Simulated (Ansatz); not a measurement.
Geometry optimisation, Ansatz, RKS LDA/def2-SVP.

input.yaml

```yaml
crystal:
  periodic: [false, false, false]
  atoms:
    - { symbol: Si, position_ang: [0.0, 0.0, 0.0] }
    - { symbol: C, position_ang: [0.0, 0.0, 1.87] }
    - { symbol: H, position_ang: [-0.9996, -0.3092, 2.2405] }
    - { symbol: H, position_ang: [0.7676, -0.7111, 2.2405] }
    - { symbol: H, position_ang: [0.232, 1.0203, 2.2405] }
    - { symbol: H, position_ang: [1.3768, 0.0, -0.4862] }
    - { symbol: H, position_ang: [-0.6877, 1.1914, -0.4862] }
    - { symbol: H, position_ang: [-0.6877, -1.1914, -0.4862] }
basis:
  gaussian: { orbitals: def2-SVP }
hamiltonian:
  xc: lda
relax:
  f_tol: 0.02
  max_steps: 40
```

Launched with:

```bash
$ ansatz run input.yaml --threads 1 --pin off --max-ram 2048MiB --backend cpu --events-out ev --progress --plain --runs-dir out
```

Task: Where does it end, and by what steps?

Result: The forces met the threshold. After 3 steps the energy has fallen by 0.089 eV; H5 moved furthest, 0.18 Å.

| step | energy less start (eV) | largest force component (eV/Å) | accepted |
| --- | --- | --- | --- |
| 0 | 0.0000 | 0.988 | yes |
| 1 | -0.0741 | 0.315 | yes |
| 2 | -0.0817 | 0.595 | yes |
| 3 | -0.0886 | 0.019 | yes |

```xyz
8
Properties=species:S:1:pos:R:3
Si 0.000 0.000 0.009
C 0.000 0.000 1.880
H -1.029 -0.133 2.275
H 0.629 -0.825 2.275
H 0.400 0.957 2.275
H 1.404 0.132 -0.527
H -0.816 1.149 -0.527
H -0.587 -1.281 -0.527
```

Whether the end is a true minimum wasn't checked by a vibrational analysis.

The run took 3.4 s on 1 thread of Arm Neoverse V2, on a shared host, peak memory 0.1 GiB.
